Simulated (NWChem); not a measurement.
System: F anion

NWChem input:

```
start job
memory heap 200 mb stack 900 mb global 1100 mb
charge -1
geometry units angstroms noautosym nocenter noautoz
  F      0.000000     0.000000     0.000000
end
basis spherical
  * library 6-31+g*
end
dft
  xc xcamb88 1.00 lyp 0.81 vwn_5 0.19 hfexch 1.00
  cam 0.33 cam_alpha 0.19 cam_beta 0.46
  iterations 150
end
property
  response 1 0.0
end
task dft property
```

Static field.

Question: Give the results of this calculation. (CAM-B3LYP/6-31+G* (spherical d).) Quantities: basis functions; isotropic polarisability (bohr³); anisotropy (bohr³).

Answer: 
| Quantity | Result |
|---|---|
| number of basis functions | 18 |
| isotropic polarisability (bohr³) | 5.3 |
| anisotropy (bohr³) | 0.0 |
